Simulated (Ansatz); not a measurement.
# BH5OSi: the cost of one run

Method: PBE0-D4/def2-TZVP structures, single points in def2-TZVPP, no counterpoise correction; program: Ansatz 0.2.0, Gaussian basis.

Levels: SPW92, PBE-D4, BLYP-D4, r2SCAN-D4, B97M-V, PBE0-D4, B3LYP-D4, r2SCAN0-D4, BHLYP-D4, CAM-B3LYP-D4, wB97X-V, wB97M-V, B2PLYP, PBE-QIDH, RPA on PBE, Hartree-Fock, MP2, CCSD, CCSD(T).

Correlated methods freeze the cores. B3LYP uses VWN-RPA correlation. B2PLYP carries no dispersion term here.

78 further runs of the same task are left out: 78 set aside as unsound or not needed.

**1. The starting structure**

The complex: 10 atoms, charge 0, spin multiplicity 1.

Atoms are counted from 1 here; the program's logs count them from 0.

Bond lengths: B1–H3 1.204 Å, B1–H4 1.198 Å, B1–O6 1.346 Å, H2–H5 0.747 Å, O6–Si7 1.658 Å, Si7–H8 1.482 Å, Si7–H9 1.482 Å, Si7–H10 1.485 Å. Angles: H3–B1–H4 121.9°, H3–B1–O6 120.1°, H4–B1–O6 118.1°, B1–O6–Si7 132.0°, O6–Si7–H8 108.0°, O6–Si7–H9 107.8°, O6–Si7–H10 110.2°, H8–Si7–H9 110.0°, H8–Si7–H10 110.4°, H9–Si7–H10 110.4°.

Coordinates:

```xyz
10
charge 0, multiplicity 1
B    -1.48687   -0.11328   -0.61955
H     1.03624    1.82039   -1.33405
H    -0.90446   -0.40879   -1.63123
H    -2.60700    0.31251   -0.63577
H     1.01985    2.25043   -0.72383
O    -0.88234   -0.26164    0.57432
Si    0.63304   -0.78787    0.99272
H     1.31571    0.31090    1.71545
H     0.47606   -1.96077    1.88478
H     1.39988   -1.16197   -0.22294
```

Its parts: BH₅OSi holds atoms 1, 3, 4, 6, 7, 8, 9, 10; H₂ holds atoms 2, 5. Each part counts its atoms afresh in its own runs.

**2. Relaxing BH₅OSi alone**

Contents of relax-a/in.yaml:

```yaml
crystal:
  periodic: [false, false, false]
  atoms:
    - {symbol: B, position_ang: [-1.486868, -0.113283, -0.619547]}
    - {symbol: H, position_ang: [-0.904457, -0.408788, -1.631229]}
    - {symbol: H, position_ang: [-2.607001, 0.312507, -0.635773]}
    - {symbol: O, position_ang: [-0.882341, -0.261639, 0.574321]}
    - {symbol: Si, position_ang: [0.633037, -0.787870, 0.992721]}
    - {symbol: H, position_ang: [1.315706, 0.310898, 1.715455]}
    - {symbol: H, position_ang: [0.476059, -1.960767, 1.884775]}
    - {symbol: H, position_ang: [1.399878, -1.161973, -0.222943]}
basis:
  gaussian: {orbitals: def2-TZVP}
hamiltonian: {xc: pbe0, dispersion: d4}
relax: {f_tol: 0.005, max_steps: 200}
```

Launch:

```sh
$ ansatz run in.yaml --threads 2 --pin off --events-out ev --progress --plain --max-ram 4352MiB
```

**Question.** How long does this run take on 2 threads of Arm Neoverse V2, shared host?

About 9.5 s.
